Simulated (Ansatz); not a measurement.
Born–Oppenheimer molecular dynamics of BFH$_{4}$S (7 atoms, charge 0, multiplicity 1). It starts at the highest image of a converged band, a first-order saddle point between two minima.

Computed with Ansatz 0.2.0, RKS B3LYP-D4/def2-SVP.

```
ensemble                      : NVE (velocity Verlet)
time step                     : 0.5 fs
steps asked                   : 200
starting velocities drawn for : 100 K
seed                          : 9513
```

Frames 0.5 fs apart, positions in Å, forces in eV/Å.

Velocities at 65.0 fs (Å/ps):

```
B 1.77 4.47 -4.25
F -4.33 20.42 9.54
H -2.23 -1.49 0.52
H 4.08 7.10 1.15
S 1.62 -13.89 -4.42
H -3.17 -2.37 2.36
H 12.55 5.83 2.36
```

```xyz
7
Properties=species:S:1:pos:R:3:forces:R:3 time_fs=65.0 energy_less_start_eV=-0.850 T=1415
B 0.050 0.167 0.259 -0.41 0.83 1.27
F -0.217 0.663 1.492 0.10 -0.46 -0.49
H 1.242 0.259 0.002 -0.51 -0.35 -0.53
H -0.986 -0.045 -0.367 0.78 -0.09 -0.28
S 0.306 -2.667 0.273 0.11 -0.19 0.26
H -0.955 -3.099 0.089 -0.21 0.07 -0.14
H 0.352 -3.311 1.470 0.13 0.18 -0.08
7
Properties=species:S:1:pos:R:3:forces:R:3 time_fs=65.5 energy_less_start_eV=-0.846 T=1409
B 0.050 0.169 0.257 -0.48 0.95 1.57
F -0.219 0.673 1.496 0.17 -0.58 -0.79
H 1.240 0.258 0.002 -0.46 -0.34 -0.52
H -0.983 -0.041 -0.367 0.73 -0.10 -0.30
S 0.307 -2.674 0.271 0.12 -0.14 0.21
H -0.957 -3.100 0.090 -0.20 0.06 -0.12
H 0.358 -3.308 1.471 0.11 0.16 -0.06
7
Properties=species:S:1:pos:R:3:forces:R:3 time_fs=66.0 energy_less_start_eV=-0.842 T=1402
B 0.051 0.172 0.255 -0.54 1.05 1.85
F -0.221 0.683 1.501 0.24 -0.70 -1.06
H 1.238 0.256 0.000 -0.39 -0.33 -0.51
H -0.978 -0.038 -0.367 0.66 -0.12 -0.32
S 0.308 -2.681 0.268 0.11 -0.09 0.15
H -0.959 -3.101 0.091 -0.18 0.05 -0.09
H 0.365 -3.304 1.472 0.09 0.13 -0.02
7
Properties=species:S:1:pos:R:3:forces:R:3 time_fs=66.5 energy_less_start_eV=-0.838 T=1396
B 0.052 0.175 0.254 -0.59 1.14 2.10
F -0.223 0.693 1.505 0.30 -0.80 -1.30
H 1.234 0.253 -0.003 -0.30 -0.31 -0.49
H -0.972 -0.035 -0.368 0.56 -0.13 -0.34
S 0.309 -2.688 0.266 0.10 -0.05 0.09
H -0.962 -3.102 0.092 -0.14 0.05 -0.07
H 0.372 -3.300 1.473 0.07 0.10 0.01
7
Properties=species:S:1:pos:R:3:forces:R:3 time_fs=67.0 energy_less_start_eV=-0.834 T=1390
B 0.052 0.178 0.253 -0.63 1.22 2.31
F -0.225 0.703 1.510 0.36 -0.89 -1.52
H 1.229 0.249 -0.006 -0.21 -0.29 -0.47
H -0.964 -0.033 -0.370 0.45 -0.15 -0.36
S 0.310 -2.695 0.264 0.08 -0.01 0.03
H -0.965 -3.103 0.092 -0.10 0.05 -0.04
H 0.379 -3.296 1.474 0.05 0.07 0.05
7
Properties=species:S:1:pos:R:3:forces:R:3 time_fs=67.5 energy_less_start_eV=-0.830 T=1384
B 0.052 0.181 0.253 -0.65 1.29 2.50
F -0.227 0.713 1.514 0.41 -0.98 -1.71
H 1.224 0.245 -0.012 -0.11 -0.26 -0.44
H -0.955 -0.030 -0.373 0.33 -0.16 -0.39
S 0.310 -2.702 0.262 0.05 0.02 -0.03
H -0.968 -3.103 0.092 -0.06 0.05 -0.01
H 0.386 -3.292 1.475 0.02 0.04 0.08
7
Properties=species:S:1:pos:R:3:forces:R:3 time_fs=68.0 energy_less_start_eV=-0.826 T=1378
B 0.053 0.184 0.253 -0.67 1.34 2.64
F -0.229 0.723 1.518 0.46 -1.05 -1.88
H 1.219 0.240 -0.018 -0.01 -0.23 -0.41
H -0.946 -0.029 -0.377 0.20 -0.17 -0.41
S 0.311 -2.709 0.260 0.02 0.05 -0.08
H -0.972 -3.104 0.092 -0.01 0.05 0.02
H 0.394 -3.288 1.476 0.00 0.02 0.11
7
Properties=species:S:1:pos:R:3:forces:R:3 time_fs=68.5 energy_less_start_eV=-0.822 T=1371
B 0.053 0.188 0.254 -0.67 1.38 2.76
F -0.231 0.732 1.522 0.50 -1.12 -2.03
H 1.214 0.235 -0.025 0.08 -0.20 -0.36
H -0.936 -0.027 -0.382 0.08 -0.18 -0.41
S 0.312 -2.716 0.257 -0.01 0.08 -0.13
H -0.975 -3.104 0.093 0.05 0.05 0.05
H 0.401 -3.283 1.478 -0.02 -0.01 0.13
7
Properties=species:S:1:pos:R:3:forces:R:3 time_fs=69.0 energy_less_start_eV=-0.818 T=1365
B 0.053 0.193 0.256 -0.66 1.40 2.83
F -0.233 0.742 1.525 0.54 -1.18 -2.16
H 1.209 0.229 -0.033 0.16 -0.17 -0.31
H -0.925 -0.026 -0.388 -0.04 -0.18 -0.41
S 0.313 -2.723 0.255 -0.04 0.10 -0.17
H -0.979 -3.104 0.093 0.09 0.05 0.08
H 0.408 -3.279 1.479 -0.05 -0.02 0.14
7
Properties=species:S:1:pos:R:3:forces:R:3 time_fs=69.5 energy_less_start_eV=-0.815 T=1361
B 0.052 0.197 0.258 -0.65 1.41 2.85
F -0.235 0.751 1.528 0.57 -1.23 -2.27
H 1.204 0.223 -0.042 0.22 -0.14 -0.25
H -0.915 -0.025 -0.395 -0.14 -0.17 -0.39
S 0.314 -2.730 0.253 -0.06 0.11 -0.19
H -0.982 -3.104 0.094 0.13 0.05 0.11
H 0.415 -3.275 1.482 -0.07 -0.03 0.14
7
Properties=species:S:1:pos:R:3:forces:R:3 time_fs=70.0 energy_less_start_eV=-0.812 T=1357
B 0.052 0.202 0.261 -0.63 1.40 2.83
F -0.236 0.760 1.531 0.59 -1.27 -2.36
H 1.200 0.216 -0.051 0.25 -0.10 -0.17
H -0.905 -0.025 -0.402 -0.21 -0.16 -0.36
S 0.315 -2.737 0.251 -0.07 0.13 -0.20
H -0.985 -3.104 0.095 0.17 0.04 0.14
H 0.422 -3.270 1.484 -0.10 -0.04 0.13
7
Properties=species:S:1:pos:R:3:forces:R:3 time_fs=70.5 energy_less_start_eV=-0.811 T=1355
B 0.051 0.207 0.264 -0.60 1.38 2.75
F -0.238 0.769 1.534 0.62 -1.30 -2.43
H 1.196 0.209 -0.061 0.26 -0.07 -0.09
H -0.896 -0.025 -0.411 -0.27 -0.14 -0.30
S 0.316 -2.744 0.249 -0.07 0.13 -0.20
H -0.987 -3.104 0.096 0.19 0.04 0.16
H 0.429 -3.266 1.487 -0.12 -0.04 0.11
```

Of the whole run (100 fs, mean temperature of the second half 1339 K): The conserved energy stayed within 0.092 meV per atom of its start (net change -0.064 meV per atom), so the integration is sound. The system heated up, since it started high on the potential surface and ran downhill. A run of 0.1 ps of so small a system gives no equilibrium averages. The orbitals stay closed-shell, which can raise the energy where a bond breaks towards radicals; this wasn't checked here.

Run time: 2.2 min on 1 thread of AMD EPYC 9R45 96-Core Processor (Zen 5), with other jobs on the host, peak memory 0.14 GiB.
